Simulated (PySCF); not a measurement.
Species: sodium fluoride, NaF.
SMILES with atom numbers: `[F:1][Na:2]`

Method: core-valence-separated Tamm–Dancoff BHandHLYP/aug-pcX-1 (def2-SVPD on Na) in PySCF, non-relativistic, gas phase, PBE0-D3(BJ)/def2-SVP geometry. The energies are unshifted.

(1) List the fluorine K-edge absorption lines.

## Answers

(1) 
```tsv
E (eV)	f	core hole on	main final orbital	polarisation
679.05	0.0029	F1	LUMO (92 %)	along the axis
681.04	0.0098	F1	LUMO+1/LUMO+2 (2 roots, f summed)	across the axis
681.49	0.0001	F1	LUMO+3 (81 %)	–
682.85	0.0013	F1	LUMO+4 (89 %)	along the axis
683.29	0.0040	F1	LUMO+5/LUMO+6 (2 roots, f summed)	across the axis
```

The first line with a tenth or more of the strongest one's intensity is at 679.05 eV (f = 0.003), with the hole on F1 (fluorine bonded to Na), polarised along the axis. The strongest listed is at 681.04 eV (f = 0.010, sum of 2; F1).

Roots within 0.03 eV whose holes lie on the same, on equivalent or on shared atoms are summed into one line, and the highest roots are left out, as the search may have cut off their partners. Final orbitals are the ground state's empty Kohn–Sham orbitals. A dash: too weak, shared between unlike atoms, or no plane or axis to refer to.

Problem. What are the wavelength and the wavenumber of the 682.85 eV line?

Solution. λ = 12398.42 eV Å/682.85 eV = 18.157 Å; 5.5076 × 10⁶ cm⁻¹.

The list ends where the root search ended, not at a threshold.
